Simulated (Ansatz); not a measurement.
Input and output for `B[SiH2]Cl`.

```yaml
crystal:
  periodic: [false, false, false]
  atoms:
    - {symbol: B, position_ang: [-1.019711, 0.003000, -0.689648]}
    - {symbol: Si, position_ang: [0.626985, -0.105926, 0.445197]}
    - {symbol: Cl, position_ang: [1.793681, 1.595890, 0.380320]}
    - {symbol: H, position_ang: [-1.746343, -0.947366, -0.719322]}
    - {symbol: H, position_ang: [-1.315778, 0.962965, -1.333305]}
    - {symbol: H, position_ang: [0.245609, -0.331359, 1.866117]}
    - {symbol: H, position_ang: [1.476857, -1.245303, 0.004843]}
basis:
  gaussian: {orbitals: def2-TZVPP, nuclear_model: gaussian}
magnetization: {spin_polarized: true, initial_magnetization: 2}
hamiltonian: {xc: {name: BLYP}, dispersion: d3bjatm}
output: {forces: true}
```

```sh
$ ansatz run in.yaml --threads 2 --pin off --events-out ev --progress --plain --max-ram 4352MiB
```

It prints (some lines left out):

```
Functional definition: BLYP
  name "BLYP"
  cite "Becke, Phys. Rev. A 38, 3098 (1988) doi:10.1103/PhysRevA.38.3098"
  cite "Lee, Yang & Parr, Phys. Rev. B 37, 785 (1988) doi:10.1103/PhysRevB.37.785"
  parameter beta = 0.0042
  parameter a = 0.04918
  parameter b = 0.132
  parameter c = 0.2533
  parameter d = 0.349
  exchange = b88_x(beta = beta)
  correlation = lyp_c(a = a, b = b, c = c, d = d)
987 factors; their error is unknown
mean field evaluation 1: about -21127.7413 eV, gradient 3.5e1 eV
mean field evaluation 2: about -21063.8582 eV, gradient 9.3e1 eV
mean field evaluation 4: about -21137.7680 eV, gradient 1.1e1 eV
mean field evaluation 8: about -21138.8190 eV, gradient 1.4e-1 eV
mean field evaluation 16: about -21138.7900 eV, gradient 7.0e-4 eV
mean field -21138.79004894 eV, -776.8362059120 hartree, gradient 8.5e-5 eV, S^2 2.004116; 2 other end points of the search recorded, 0 dependent functions left out
the calculation of the forces begins
reference -21138.79040817 eV, -776.8362191136 hartree; 21, 19 occupied and 150, 152 virtual orbitals, 987 factors
Total energy: -21139.09208879 eV, -776.8473056716 hartree
Atom 0 at    -1.019711     0.003000    -0.689648 Å, force    -1.539586     0.367461    -1.190984 eV/Å
Atom 1 at     0.626985    -0.105926     0.445197 Å, force     0.285518    -0.336862     0.355476 eV/Å
Atom 2 at     1.793681     1.595890     0.380320 Å, force    -0.116856     0.048279    -0.097025 eV/Å
Atom 3 at    -1.746343    -0.947366    -0.719322 Å, force     0.583849    -0.669288     0.693034 eV/Å
Atom 4 at    -1.315778     0.962965    -1.333305 Å, force     0.785075     0.546027     0.259508 eV/Å
Atom 5 at     0.245609    -0.331359     1.866117 Å, force    -0.094155     0.100392     0.145822 eV/Å
Atom 6 at     1.476857    -1.245303     0.004843 Å, force     0.096155    -0.056009    -0.165830 eV/Å
Dipole moment:     0.283571    -0.095272     0.233580 e Å
```

Hardware: 2 threads of an Arm Neoverse V2 on a shared host. Wall time 3.6 s, peak host memory 0.34 GiB.
